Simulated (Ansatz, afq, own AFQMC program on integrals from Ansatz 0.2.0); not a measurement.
# SiGeH$_{3}$, doublet in cc-pVDZ, levels against AFQMC with the constraint released

| atom | x (Å) | y (Å) | z (Å) |
| --- | --- | --- | --- |
| Si | -0.0442 | 0.4645 | 4.0289 |
| Ge | 0.0668 | 0.1826 | -2.1036 |
| H | 0.2190 | -1.0356 | 4.0949 |
| H | -0.2727 | -1.0354 | -2.9957 |
| H | 0.0311 | 1.4239 | -3.0244 |

Connectivity, by distances: SiH ··· GeH2.

Basis cc-pVDZ. Only valence electrons are correlated. Ansatz 0.2.0 and our own AFQMC program on the same integrals; the CISD trial comes from CCSD amplitudes, and released means the phaseless constraint is let go. Uncertainties: one standard error, sampling alone. No spin–orbit coupling.

Determinant: ROHF, the one that the program's search chose, which needn't be the lowest solution. The geometry is a point of a scan.

No full CI on the walks' own integrals is used here. The released AFQMC energy serves as the reference, which it does only where one determinant dominates, the energy is flat over the last release times and near the phaseless one (40 meV or 2 meV an electron, half that with transition metals). On small molecules, where full CI could be run and the noise was under 10 meV, such values lay within 10 meV of it in 19 cases of 20, a flattering rate, since the rule was set on those same cases; what remains of the bias isn't in the error bar.

Cautions: no relativity below Rb; no spin-orbit coupling; inner d shell frozen; the released value is read at 2.40 1/Eh with a noise of 16 meV, more than in the cases checked (meV from the phaseless value at times in 1/Eh: 5 ± 15 at 0.24, 7 ± 17 at 0.51, 3 ± 14 at 0.99, -17 ± 17 at 1.62, 7 ± 16 at 2.40).

The T1 diagnostic is 0.0169. The weight of the determinant in the CISD state is 0.851. The size of the correlated space is 11 electrons in 41 orbitals.

Reference: AFQMC with the constraint released, correlation energy -5.638 ± 0.016 eV.

```
        level  E − E(reference) (meV)  share of correlation (%)
           HF           5638.2 ± 16.2                      0.00
          MP2           1497.3 ± 16.2                     73.44
         CCSD            135.3 ± 16.2                     97.60
      CCSD(T)             33.9 ± 16.2                     99.40
ph-AFQMC/CISD             -7.3 ± 22.3                    100.13
```

Released energies are given only where the last usable release times agree within the noise; a slower fall can still hide under it.
